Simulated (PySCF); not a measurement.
## How well do the runs reproduce experiment for ethylamine?

**Measured values to compare with.**

NIST CCCBDB Release 22 (SRD 101), experimental polarizabilities lists, for the gas: mean polarisability 5.87 Å³.

How close the calculation comes is told at the end.

Compound: ethylamine, C2H7N.
Atom-mapped SMILES: `[CH3:1][CH2:2][NH2:3]` (hydrogens: H4, H5, H6 on C1; H7, H8 on C2; H9, H10 on N3)

Structure used (PBE0-D3(BJ)/def2-SVP), in Å, numbered top down from 1:
```xyz
10
C2H7N angstrom
C      1.0715    0.4112   -0.0488
C     -0.1217   -0.5224   -0.1260
N     -1.3645    0.2230   -0.0503
H      2.0191   -0.1381   -0.1553
H      1.0136    1.1732   -0.8405
H      1.1009    0.9376    0.9198
H     -0.0137   -1.3094    0.6525
H     -0.1009   -1.0533   -1.0934
H     -2.1630   -0.4053   -0.1124
H     -1.4394    0.6830    0.8562
```

Runs made with PySCF (gas phase, on this PBE0-D3(BJ)/def2-SVP geometry; no spin–orbit coupling):

```tsv
level	job	basis functions	wall time
B3LYP/def2-SVPD	10 singlets by full TDDFT, 4 Tamm–Dancoff triplets, polarisability, ΔSCF ions	116	11 s
HF/def2-SVPD	10 singlets by TDHF, 4 Tamm–Dancoff triplets, polarisability, ΔSCF ions	116	2.2 s
LDA/def2-SVPD	10 singlets by full TDDFT, 4 Tamm–Dancoff triplets, polarisability, ΔSCF ions	116	8.5 s
CAM-B3LYP/def2-SVPD	10 singlets by full TDDFT, 4 Tamm–Dancoff triplets, polarisability, ΔSCF ions	116	15 s
LC-wPBE/def2-SVPD	10 singlets by full TDDFT, 4 Tamm–Dancoff triplets, polarisability, ΔSCF ions	116	18 s
PBE0/6-31G*	10 singlets by full TDDFT, 4 Tamm–Dancoff triplets, polarisability	56	3.0 s
PBE0/aug-cc-pVDZ	10 singlets by full TDDFT, 4 Tamm–Dancoff triplets, polarisability	132	8.0 s
PBE0/def2-SVP	10 singlets by full TDDFT, 4 Tamm–Dancoff triplets, polarisability	77	4.2 s
PBE0/def2-SVPD	10 singlets by full TDDFT, 4 Tamm–Dancoff triplets, polarisability, ΔSCF ions	116	12 s
PBE0/def2-TZVP	10 singlets by full TDDFT, 4 Tamm–Dancoff triplets, polarisability	135	9.7 s
PBE0/def2-TZVPD	10 singlets by full TDDFT, 4 Tamm–Dancoff triplets, polarisability	174	9.1 s
wB97X-D/def2-SVPD	10 singlets by full TDDFT, 4 Tamm–Dancoff triplets, polarisability, ΔSCF ions	116	12 s
```

Hardware: an x86-64 server with one thread, on a shared host.

All basis functions are spherical.

**Comparison with experiment**

**Mean polarisability.** Measured: 5.87 Å³ (NIST CCCBDB Release 22 (SRD 101), experimental polarizabilities).

| level | computed (Å³) | computed − measured (Å³) | % (from the printed values) |
| --- | --- | --- | --- |
| B3LYP/def2-SVPD | 5.59 | -0.28 | -5 |
| HF/def2-SVPD | 5.16 | -0.71 | -12 |
| LDA/def2-SVPD | 5.85 | -0.02 | 0 |
| CAM-B3LYP/def2-SVPD | 5.50 | -0.37 | -6 |
| LC-wPBE/def2-SVPD | 5.34 | -0.53 | -9 |
| PBE0/6-31G* | 4.41 | -1.46 | -25 |
| PBE0/aug-cc-pVDZ | 5.71 | -0.16 | -3 |
| PBE0/def2-SVP | 4.57 | -1.30 | -22 |
| PBE0/def2-SVPD | 5.52 | -0.35 | -6 |
| PBE0/def2-TZVP | 5.22 | -0.65 | -11 |
| PBE0/def2-TZVPD | 5.68 | -0.19 | -3 |
| wB97X-D/def2-SVPD | 5.49 | -0.38 | -6 |

12 of the 16 levels run are shown, the closest and the furthest among them. Closest is LDA/def2-SVPD (-0.02 Å³), furthest PBE0/6-31G* (-1.46 Å³); one molecule doesn't rank methods. All 16 levels lie below the measurement. The computed values are static and purely electronic, with core orbitals frozen in the response (1 au = 0.148185 Å³). The table of measured values doesn't say here whether a value is static or optical, or holds a vibrational part. The measurement averages over conformers, the calculation has one.

No measured geometry was used, and the causes of the misses weren't examined.
